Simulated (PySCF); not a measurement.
Fluoroacetonitrile, C₂H₂FN.
Atom-mapped SMILES: `[N:1]#[C:2][CH2:3][F:4]` (hydrogens: H5, H6 on C3)

The same species was optimised twice, with GFN2-xTB and with PBE0-D3(BJ)/def2-SVP (PySCF), and the same property calculations (PySCF, gas phase) were run on both structures.

```tsv
coordinate	GFN2-xTB	PBE0-D3(BJ)/def2-SVP	change
C2–C3 (Å)	1.450	1.466	+0.016
N1≡C2 (Å)	1.141	1.156	+0.015
C3–F4 (Å)	1.369	1.359	-0.010
C3–H5 (Å)	1.098	1.103	+0.005
C3–H6 (Å)	1.098	1.103	+0.005
F4–C3–H5 (°)	107.7	109.8	+2.1
F4–C3–H6 (°)	107.7	109.8	+2.1
H5–C3–H6 (°)	110.5	108.4	-2.1
C2–C3–H5 (°)	109.8	108.7	-1.1
C2–C3–H6 (°)	109.8	108.7	-1.1
C2–C3–F4 (°)	111.2	111.3	+0.1
N1–C2–C3 (°)	179.8	179.9	+0.1
```

Rotational constants: A = 37183, B = 4851, C = 4414 MHz (GFN2-xTB) against A = 37062, B = 4789, C = 4359 MHz (PBE0-D3(BJ)/def2-SVP). Point groups within 0.08 Å: Cs and Cs.

On the GFN2-xTB structure: HOMO (eV) -9.96 [PBE0/pcSseg-1]; LUMO (eV) -0.41 [PBE0/pcSseg-1]; dipole (D) 3.23 [PBE0/pcSseg-1]; GIAO shielding of N1 (ppm) -51.8 [PBE0/pcSseg-1]; GIAO shielding of C2 (ppm) 67.9 [PBE0/pcSseg-1]; GIAO shielding of C3 (ppm) 117.7 [PBE0/pcSseg-1]; GIAO shielding of F4 (ppm) 435.6 [PBE0/pcSseg-1].

Question: What do these properties become on the PBE0-D3(BJ)/def2-SVP structure?

Answer: 
```csv
property,level,on GFN2-xTB,on PBE0-D3(BJ)/def2-SVP,change
HOMO (eV),PBE0/pcSseg-1,-9.96,-9.87,+0.09
LUMO (eV),PBE0/pcSseg-1,-0.41,-0.41,0.00
dipole (D),PBE0/pcSseg-1,3.23,3.28,+0.05
"energy, GFN2-xTB geometry as zero (kcal/mol)",PBE0/pcSseg-1,0.0,-0.2,-0.2
GIAO shielding of N1 (ppm),PBE0/pcSseg-1,-51.8,-57.2,-5.4
GIAO shielding of C2 (ppm),PBE0/pcSseg-1,67.9,64.7,-3.2
GIAO shielding of C3 (ppm),PBE0/pcSseg-1,117.7,117.2,-0.5
GIAO shielding of F4 (ppm),PBE0/pcSseg-1,435.6,436.2,+0.6
```

The heavy atoms differ by 0.012 Å rms after alignment. Among all bonds N1≡C2 and C2–C3 change most and about equally (+0.015 to +0.016 Å). Changes are differences of the printed values. Neither structure is proved a minimum here.
